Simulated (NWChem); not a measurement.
System: ethane (C₂H₆); SMILES CC

All runs: NWChem. Medium grid unless said otherwise, to which SCAN and Minnesota functionals are sensitive. All runs use the structure optimised with PBE0/def2-SVP. Hybrids' shares of exact exchange are those that their runs print; pure functionals count as 0. The functionals differ in more than this share.

```
row                                     share of exact exchange  orbital gap (eV)
--------------------------------------  -----------------------  ----------------
LDA (Slater exchange, VWN5)/def2-TZVPD                     0.00              7.98
PBE/def2-TZVPD                                             0.00              8.00
B3LYP/def2-TZVPD                                           0.20              9.57
PBE0/def2-TZVPD                                            0.25             10.04
M06-2X/def2-TZVPD                                          0.54          withheld
Hartree-Fock/def2-TZVPD                                    1.00             15.28
```

Question: Fit a straight line of the last column on the one before it, predict the withheld value, and compare with the run.

Answer: 
1. Means of the 5 shown rows: x = 0.290, y = 10.174. Slope Σ(x − x̄)(y − ȳ)/Σ(x − x̄)² = 4.952/0.6820 = 7.261; intercept 8.068.
2. The shown rows scatter about the line by 0.091 (root mean square); the largest residual is +0.16, at PBE0/def2-TZVPD.
3. At x = 0.54 (M06-2X/def2-TZVPD; inside the shown range) the line gives 11.99.
4. The run gives 11.50, -0.49 from the line, 5.4 times the scatter.
